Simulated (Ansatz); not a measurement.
A run of Ansatz (development build ahead of 0.2.0) on singlet C4H8 at this shape:

```xyz
12

C     0.0201   -0.6182   -0.6857
C    -0.0212   -0.6244    0.6962
C    -0.0072    0.5691   -1.5860
C    -0.0204    0.5497    1.6195
H     0.0199   -1.6834   -1.1783
H    -0.0341   -1.6664    1.1428
H     0.0076    1.4827   -1.0983
H     0.9223    0.5328   -2.2357
H    -0.8749    0.4615   -2.2711
H    -0.0227    1.4691    1.0925
H    -0.8685    0.4990    2.2945
H     0.8544    0.5031    2.2056
```

Its results:

| Quantity | Value |
| --- | --- |
| Converged | yes |
| Reference energy | -156.10451 hartree |
| Correlation energy | -0.56506 hartree |
| Total energy | -156.66957 hartree |
| Spin squared of the determinant | 0.000 |

Q: Which input gives this output? Name the method, the orbitals and the basis set, and write the input.

A: RHF-MP2 in cc-pVDZ. An unrestricted run that stays on the closed shell gives the same numbers.

```yaml
crystal:
  periodic: [false, false, false]
  atoms:
    - { symbol: C, position_ang: [0.02006, -0.61821, -0.68572] }
    - { symbol: C, position_ang: [-0.02121, -0.62436, 0.69616] }
    - { symbol: C, position_ang: [-0.00717, 0.56912, -1.58605] }
    - { symbol: C, position_ang: [-0.02038, 0.54973, 1.61947] }
    - { symbol: H, position_ang: [0.01991, -1.68345, -1.17827] }
    - { symbol: H, position_ang: [-0.03411, -1.66641, 1.1428] }
    - { symbol: H, position_ang: [0.00764, 1.48265, -1.09835] }
    - { symbol: H, position_ang: [0.92231, 0.53278, -2.23572] }
    - { symbol: H, position_ang: [-0.87493, 0.4615, -2.27113] }
    - { symbol: H, position_ang: [-0.02274, 1.46915, 1.09255] }
    - { symbol: H, position_ang: [-0.8685, 0.49896, 2.29452] }
    - { symbol: H, position_ang: [0.85442, 0.50314, 2.20559] }
basis:
  gaussian: { orbitals: cc-pVDZ }
hamiltonian:
  xc: hf
correlation:
  method: mp2
  frozen_orbitals: { C: 1, H: 0 }
```
